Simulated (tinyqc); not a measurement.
Inside a calculation. Method: RKS/exchange-only LDA in the sto-3g basis, for LiH, spin multiplicity 1. One step of it, computed by the program tinyqc.

Task: Iteration 1: diagonalisation and new density. Diagonalise F' = X^T F X, C = X C', fill 2 alpha and 2 beta electrons from the bottom; D = 2 C_occ C_occ^T. Each column has its largest component positive (the first on a tie).

Kohn-Sham matrix F (hartree), lower triangle:
```
            1Li 1s     1Li 2s    1Li 2px    1Li 2py    1Li 2pz      2H 1s
1Li 1s   -3.398772
1Li 2s   -0.760222  -0.416047
1Li 2px   0.000000   0.000000  -0.185167
1Li 2py   0.000000   0.000000  -0.002233  -0.177462
1Li 2pz  -0.000755  -0.016252   0.000000   0.000000  -0.205045
2H 1s    -0.041398  -0.099917   0.000000   0.000000  -0.120511  -0.048872
```

X, lower triangle:
```
            1Li 1s     1Li 2s   1Li 2px   1Li 2py    1Li 2pz     2H 1s
1Li 1s    1.023368
1Li 2s   -0.128787   1.046842
1Li 2px   0.000000   0.000000  1.000000
1Li 2py   0.000000   0.000000  0.000000  1.000000
1Li 2pz  -0.005156   0.034345  0.000000  0.000000   1.049024
2H 1s     0.017373  -0.132236  0.000000  0.000000  -0.189662  1.072111
```

Give: F' = X^T F X; orbital energies; coefficients C; D after iteration 1.

Result:

F' = X^T F X (hartree), lower triangle:
```
         1        2        3        4        5       6
1  -3.3670
2  -0.3207  -0.2822
3   0.0000   0.0000  -0.1852
4   0.0000   0.0000  -0.0022  -0.1775
5  -0.0016   0.0006   0.0000   0.0000  -0.1797
6   0.0053  -0.0656   0.0000   0.0000  -0.0914  0.0066
```

orbital energies (hartree): MO1 -3.4000, MO2 -0.2718, MO3 -0.2069, MO4 -0.1858, MO5 -0.1769, MO6 0.0563

coefficients C:
```
             MO1      MO2      MO3     MO4      MO5      MO6
1Li 1s    1.0048  -0.2062   0.0894  0.0000   0.0000   0.0635
1Li 2s   -0.0210   0.9191  -0.4116  0.0000   0.0000  -0.3414
1Li 2px   0.0000   0.0000   0.0000  0.9657  -0.2597   0.0000
1Li 2py   0.0000   0.0000   0.0000  0.2597   0.9657   0.0000
1Li 2pz  -0.0012   0.2889   0.8656  0.0000   0.0000  -0.5521
2H 1s     0.0041   0.1571   0.1621  0.0000   0.0000   1.0734
```

D after iteration 1, lower triangle:
```
          1Li 1s  1Li 2s  1Li 2px  1Li 2py  1Li 2pz   2H 1s
1Li 1s    2.1043
1Li 2s   -0.4212  1.6903
1Li 2px   0.0000  0.0000   0.0000
1Li 2py   0.0000  0.0000   0.0000   0.0000
1Li 2pz  -0.1215  0.5311   0.0000   0.0000   0.1669
2H 1s    -0.0565  0.2885   0.0000   0.0000   0.0907  0.0494
```
